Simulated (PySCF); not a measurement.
**One molecule, a ladder of functionals, a line**

Molecule: SMILES FOF, F$_{2}$O.

Geometry:
```csv
atom,x (Å),y (Å),z (Å)
F1,-1.093,0.257,0.000
O2,0.264,0.501,0.000
F3,0.829,-0.758,0.000
```

GIAO shieldings (ppm, equivalent atoms averaged) in PySCF on the PBE0-D3(BJ)/def2-SVP geometry, basis pcSseg-2, gas phase, non-relativistic:

```csv
functional,exact exchange (%),σ(F1/F3),σ(O2)
BLYP,0,-44.8,-545.9
BP86,0,-33.8,-530.0
PBE,0,-34.5,-533.2
B3LYP,20,-19.0,-498.5
PBE0,25,-3.2,-473.1
BHandHLYP,50,14.5,-440.8
HF,100,67.5,-364.6
```

Question: Fit each shielding as a line in the percentage of exact exchange.

Answer: σ(F1/F3) = -36.9 + 1.05 x (rms 4.5 ppm); σ(O2) = -532.0 + 1.73 x (rms 8.4 ppm). The functionals also differ in their semilocal parts, which the line can't hold; Hartree–Fock has no correlation at all.

Question: What does the line predict for mPW1PW91 (25 %), and what does the run give?

Answer: σ(F1/F3): -10.6 predicted, -5.0 computed; σ(O2): -488.8 predicted, -474.8 computed ppm.
